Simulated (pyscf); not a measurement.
**Four-centre exchange: GaH [singlet] + silanol (HO–SiH₃) → H₃Si–O–Ga [singlet] + hydrogen (H₂)**

Gas phase, singlet surface, charge 0. Bonds broken: Ga1–H2, O3–H5. Bonds formed: Ga1–O3, H2–H5. Optimised with ωB97X-D3(BJ)/def2-SVP in PySCF.

Transition state (Å):

```xyz
8

Ga    -0.4750    -1.7542     1.5324
H     -0.9056     0.0766     2.1561
O     -0.6554    -0.2834     0.0186
Si    -0.7419     0.2126    -1.5678
H     -0.8441     0.1990     1.0616
H     -2.0925     0.7648    -1.8784
H      0.2813     1.2594    -1.8535
H     -0.4860    -0.9737    -2.4360
```

One imaginary mode, 1295i cm⁻¹; descent along it reached the two sides named, in the forms told below.

```tsv
bond	change	reactant side (Å)	saddle	product side
Ga1–H2	breaks	1.698	1.981	3.9
O3–H5	breaks	0.965	1.165	2.6
Ga1–O3	forms	2.356	2.118	1.806
H2–H5	forms	2.419	1.103	0.761
```

Electronic energies relative to the separated reactants (kcal/mol):

| level | barrier | reaction energy | reverse barrier |
|---|---|---|---|
| ωB97X-D3(BJ)/def2-TZVP | -2.4 | -37.6 | 35.1 |
| PBE/def2-TZVP | -6.2 | -35.8 | 29.6 |
| r²SCAN/def2-TZVP | -5.6 | -38.3 | 32.6 |
| B3LYP-D3(BJ)/def2-TZVP | -3.6 | -37.4 | 33.8 |
| PBE0-D3(BJ)/def2-TZVP | -3.9 | -35.0 | 31.1 |
| M06-2X/def2-TZVP | -1.8 | -38.5 | 36.7 |
| ωB97M-D3(BJ)/def2-TZVP | -0.6 | -35.0 | 34.4 |
| HF/def2-TZVP | 14.5 | -31.6 | 46.1 |

With ωB97M-D3(BJ)/def2-TZVP energies and thermal terms (ideal gas, 1 atm, RRHO with modes under 100 cm⁻¹ raised to 100, one conformer, R ln 2 for chiral ones without a mode under 150 cm⁻¹), in kcal/mol:

| T (K) | ΔH‡ | ΔG‡ | ΔH | ΔG |
|---|---|---|---|---|
| 298 | -2.2 | 6.8 | -36.4 | -34.4 |
| 600 | -2.3 | 16.0 | -35.8 | -32.7 |
| 900 | -2.0 | 25.1 | -35.4 | -31.2 |
| 1200 | -1.5 | 34.0 | -35.2 | -29.8 |

On the reactant side the descent ends in a bound adduct, 10.0 kcal/mol under the separated species and 7.5 kcal/mol under the saddle at ωB97X-D3(BJ)/def2-TZVP. At ωB97X-D3(BJ)/def2-TZVP, PBE, r²SCAN, B3LYP-D3(BJ), PBE0-D3(BJ), M06-2X, ωB97M-D3(BJ) the saddle lies under the separated reactants, which points to a path from their complex (located at ωB97X-D3(BJ) alone). At the saddle there is also a short Ga–H contact that neither side keeps. This is the saddle that the search found; another between the same sides may lie lower. Elements up to Kr have no core potential and no relativistic terms here.
